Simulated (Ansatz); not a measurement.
## Ansatz (development build ahead of 0.2.0) run

```yaml
crystal:
  periodic: [false, false, false]
  atoms:
    - { symbol: S, position_ang: [0.0, 0.0, 0.0] }
    - { symbol: S, position_ang: [0.0, 0.0, 1.91625] }
basis:
  gaussian: { orbitals: def2-SVP }
total_charge: 1
magnetization:
  initial_magnetization: 1
hamiltonian:
  xc: hf
correlation:
  method: mp2
  frozen_orbitals: { S: 5 }
scf:
  omitted_lower_state_checks: [stability, starts, atomic_configurations, cluster_reference, orbital_swaps, given_window_search, neighbouring_geometries, increment]
```

The input is written out in the form of the current development build from the run's settings. Correlation on restricted open-shell orbitals is semicanonical, with singles.

Output:

```
Converged                                                          : yes
Reference energy                                                   : -794.43781 hartree
Correlation energy                                                 : -0.27169 hartree
Total energy                                                       : -794.70950 hartree
Spin squared of the determinant                                    : 0.750
Occupied orbitals by symmetry in an Abelian subgroup (alpha; beta) : 5 Ag 4 B1u 2 B2g 2 B2u 1 B3g 2 B3u; 5 Ag 4 B1u 1 B2g 2 B2u 1 B3g 2 B3u
```

Messages of the program:
```
mean field -21617.75411547 eV, -794.4378107035 hartree, gradient 3.0e-6 eV, S^2 0.750000; 0 other ends of a descent, 0 dependent functions left out
```

Caution: an unrestricted determinant lies well below; MP2 on this radical cation hangs on the determinant chosen.
